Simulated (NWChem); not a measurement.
**UB3LYP/pcseg-0 run of AlNH2F (SMILES [NH2][Al][F])**

What is the vertical ionisation energy of AlNH2F at UB3LYP/pcseg-0? 

The results are computed with NWChem 7.3.0.

27 further runs of the same task are left out: 27 set aside as unsound or not needed.

## Step 1: Starting point

The species is AlNH2F (5 atoms), meant as a doublet with charge 0. As SMILES, `[NH2][Al][F]`. The shape is that of a PBE0-D4/def2-TZVP optimisation. This is one conformer, not always the lowest.

Bond lengths: N1–Al2 1.765 Å, Al2–F3 1.658 Å, N1–H4 1.007 Å, N1–H5 1.009 Å. Angles: N1–Al2–F3 117.4°, Al2–N1–H4 124.8°, Al2–N1–H5 124.2°, H4–N1–H5 111.0°.

## Step 2: The energy at UB3LYP/pcseg-0

Input file geom.nw:

```
start geom
title "AlFH2N B3LYP"
memory stack 880 mb heap 220 mb global 1100 mb
charge 0

geometry units angstrom noautosym nocenter noautoz
N    -0.384700    0.499000   -0.263800
Al    0.632000   -0.282800    0.949500
F     1.228700   -1.786800    0.590000
H    -0.804300    1.408300   -0.162700
H    -0.621700    0.088600   -1.154400
end

basis spherical bse
* library pcseg-0
end

dft
xc b3lyp
mult 2
grid fine
convergence energy 1e-08
iterations 100
mulliken
noprint "final vectors analysis"
end

task dft energy
```

The run is started by

```
$ nwchem geom.nw > geom.out
```

What it wrote:

```text
[...]
          Wavefunction type:  spin polarized.
          No. of atoms     :     5
          No. of electrons :    31
[...]
          Charge           :     0
          Spin multiplicity:     2
[...]
          AO basis - number of functions:    35
[...]
              XC Information
              --------------
                         B3LYP Method XC Potential
                     Hartree-Fock (Exact) Exchange  0.200
                        Slater Exchange Functional  0.800 local
                    Becke 1988 Exchange Functional  0.720 non-local
              Lee-Yang-Parr Correlation Functional  0.810
                  VWN I RPA Correlation Functional  0.190 local
[...]
 d= 0,ls=0.0,diis     1   -397.5101054803 -4.89D+02  2.41D-02  1.61D-01     0.7
[...]
 d= 0,ls=0.0,diis     9   -397.6009840265 -3.20D-09  2.13D-06  6.25D-09     3.5
[...]
         Total DFT energy =     -397.600984026458
      One electron energy =     -734.810944975005
           Coulomb energy =      282.054232500919
    Exchange-Corr. energy =      -36.830672745035
 Nuclear repulsion energy =       91.986401192663
[...]
      Total Density - Mulliken Population Analysis
     ---------------------------------------------
    Atom       Charge   Shell Charges
 -----------   ------   -------------------------------------------------------
    1 N    7     8.02   1.98  0.88  0.77  1.74  2.65
    2 Al  13    12.06   2.00  2.00  0.69  0.37  5.75  0.59  0.66
    3 F    9     9.52   1.98  1.01  0.98  2.44  3.10
    4 H    1     0.70   0.55  0.15
    5 H    1     0.70   0.55  0.16
[...]
      <S2> =      0.7511 (Exact =     0.7500)
[...]
```

Wall time 4.5 s (1 thread of Intel Xeon Platinum 8488C (Sapphire Rapids), shared host); peak memory 0.11 GiB.

## Step 3: The singlet cation, same level

Input file alfh2n.nw:

```
start alfh2n
title "AlFH2N"
memory total 2200 mb
charge 1

geometry units angstroms noautosym nocenter noautoz
 N       -0.384700       0.499000      -0.263800
 Al       0.632000      -0.282800       0.949500
 F        1.228700      -1.786800       0.590000
 H       -0.804300       1.408300      -0.162700
 H       -0.621700       0.088600      -1.154400
end

basis spherical bse
 * library pcseg-0
end

dft
 xc b3lyp
 grid fine
 convergence energy 1e-08
 iterations 100
 mulliken
 print low
end

task dft energy
```

The run is started by

```
$ nwchem alfh2n.nw > alfh2n.out
```

What it wrote:

```text
[...]
 d= 0,ls=0.0,diis     1   -397.0521645381 -4.89D+02  7.93D-02  2.54D+00     0.4
[...]
 d= 0,ls=0.5,diis    26   -397.2900077977 -7.82D-09  2.83D-06  1.62D-08     5.4
         Total DFT energy =     -397.290007801586
      One electron energy =     -726.181468074432
           Coulomb energy =      273.413823493838
    Exchange-Corr. energy =      -36.508764413655
 Nuclear repulsion energy =       91.986401192663
[...]
      Total Density - Mulliken Population Analysis
     ---------------------------------------------
    Atom       Charge   Shell Charges
 -----------   ------   -------------------------------------------------------
    1 N    7     7.99   1.98  0.88  0.77  1.74  2.61
    2 Al  13    11.37   2.00  2.00  0.61 -0.02  5.75  0.58  0.45
    3 F    9     9.41   1.99  1.03  0.97  2.42  3.00
    4 H    1     0.63   0.53  0.10
    5 H    1     0.61   0.51  0.09
[...]
```

Wall time 6.3 s (1 thread of Intel Xeon Platinum 8488C (Sapphire Rapids), shared host); peak memory 0.11 GiB.

## Step 4: What came out

At UB3LYP/pcseg-0:

| quantity | value |
| --- | --- |
| doublet AlNH2F: total energy | -397.60098 Eh |
| doublet AlNH2F: dipole moment | 2.42 D |
| doublet AlNH2F: ⟨S²⟩ | 0.751 |
| singlet cation: total energy | -397.29001 Eh |
| vertical ionisation energy (to the singlet cation) | 8.462 eV |

What this shows: The vertical ionisation energy comes to 8.46 eV (195 kcal/mol). Only the singlet of the ionised species was computed; a triplet could lie lower. Mulliken charges (doublet AlNH2F) run from -1.02 on N1 to +0.94 on Al2. Mulliken charges (singlet cation) run from -0.99 on N1 to +1.63 on Al2.
